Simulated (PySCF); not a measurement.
Molecule (SMILES): FCF.
Geometry (B3LYP-D3(BJ)/def2-TZVP, fixed):
```
C
F 1 1.3618
F 1 1.3618 2 108.56
H 1 1.0913 2 108.69 3 -118.06
H 1 1.0913 4 113.42 3 -121.01
```

Basis-set convergence of the mean static polarisability at PBE with PySCF. All functions are spherical. Density fitting with generated auxiliary sets. In sets without p functions on hydrogen, species with hydrogen take exact integrals. No added dispersion term, no relativity. Reference: the value in d-aug-cc-pVTZ, 19.11 bohr³, itself unsure by roughly 0.8 % (its mean distance from aug-pcseg-2, aug-cc-pVTZ). Deviations are taken from unrounded values. Cost is core time over that of def2-SVP, rough, on shared machines of one kind; a dash marks a row that isn't timed (too short, read off another run, short of memory, by another algorithm or on other hardware).

```json
[
 {"basis": "3-21G", "functions": "31", "mean static polarisability (bohr³)": "11.16", "minus reference (%)": "-41.6", "cost": "-"},
 {"basis": "6-31G", "functions": "31", "mean static polarisability (bohr³)": "12.02", "minus reference (%)": "-37.1", "cost": "-"},
 {"basis": "pcseg-0", "functions": "31", "mean static polarisability (bohr³)": "11.37", "minus reference (%)": "-40.5", "cost": "-"},
 {"basis": "6-31G*", "functions": "46", "mean static polarisability (bohr³)": "13.36", "minus reference (%)": "-30.1", "cost": "-"},
 {"basis": "def2-SV(P)", "functions": "46", "mean static polarisability (bohr³)": "12.70", "minus reference (%)": "-33.5", "cost": "-"},
 {"basis": "def2-SVP", "functions": "52", "mean static polarisability (bohr³)": "13.06", "minus reference (%)": "-31.7", "cost": "1×"},
 {"basis": "6-311+G**", "functions": "78", "mean static polarisability (bohr³)": "15.91", "minus reference (%)": "-16.8", "cost": "2×"},
 {"basis": "aug-cc-pVDZ", "functions": "87", "mean static polarisability (bohr³)": "18.50", "minus reference (%)": "-3.2", "cost": "2×"},
 {"basis": "aug-pcseg-1", "functions": "87", "mean static polarisability (bohr³)": "18.77", "minus reference (%)": "-1.8", "cost": "2×"},
 {"basis": "def2-TZVP", "functions": "105", "mean static polarisability (bohr³)": "16.14", "minus reference (%)": "-15.5", "cost": "3×"},
 {"basis": "cc-pVTZ", "functions": "118", "mean static polarisability (bohr³)": "15.67", "minus reference (%)": "-18.0", "cost": "3×"},
 {"basis": "pcseg-2", "functions": "118", "mean static polarisability (bohr³)": "16.37", "minus reference (%)": "-14.4", "cost": "3×"},
 {"basis": "d-aug-cc-pVDZ", "functions": "122", "mean static polarisability (bohr³)": "19.11", "minus reference (%)": "0.0", "cost": "3×"},
 {"basis": "def2-TZVPD", "functions": "135", "mean static polarisability (bohr³)": "18.96", "minus reference (%)": "-0.8", "cost": "4×"},
 {"basis": "6-311++G(3df,3pd)", "functions": "153", "mean static polarisability (bohr³)": "18.41", "minus reference (%)": "-3.7", "cost": "4×"},
 {"basis": "aug-pcseg-2", "functions": "184", "mean static polarisability (bohr³)": "18.99", "minus reference (%)": "-0.6", "cost": "6×"},
 {"basis": "cc-pVQZ", "functions": "225", "mean static polarisability (bohr³)": "17.14", "minus reference (%)": "-10.3", "cost": "10×"},
 {"basis": "def2-QZVPP", "functions": "231", "mean static polarisability (bohr³)": "17.65", "minus reference (%)": "-7.7", "cost": "8×"}
]
```
